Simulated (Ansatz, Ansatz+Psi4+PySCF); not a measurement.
Two shapes of doublet C₂H₄(+).

Shape 1:

```xyz
6

C    -0.4240    0.5107    0.0699
C     0.4240   -0.5107   -0.0699
H    -0.2584    1.2932    0.8028
H    -1.3142    0.6009   -0.5435
H     1.3142   -0.6009    0.5435
H     0.2584   -1.2932   -0.8028
```

Shape 2:

```xyz
6

C    -0.0254   -0.0032    0.6518
C    -0.0156   -0.0215   -0.6535
H    -0.0063    0.9018    1.2581
H    -0.0293   -0.9287    1.2355
H    -0.0033    0.9489   -1.2521
H     0.0297   -0.9224   -1.2422
```

Basis set: cc-pVTZ (spherical functions). Correlated methods keep 2 orbitals frozen. Correlation on ROHF uses semicanonical orbitals with singles. Charge 1, multiplicity 2.

Computed with Ansatz (development build ahead of 0.2.0); the reference of a correlated method needn't be the lowest determinant of its kind.

Question: Which shape is lower in energy, and by how much in each method?

Answer:

```tsv
method	E(2) − E(1) (eV)
UHF	0.232
ROHF-CCSD	0.223
ROHF-CCSD(T)	0.223
```

Shape 1 is lower. Caution for ROHF-CCSD, ROHF-CCSD(T): the reference determinant was not shown to be the lowest.
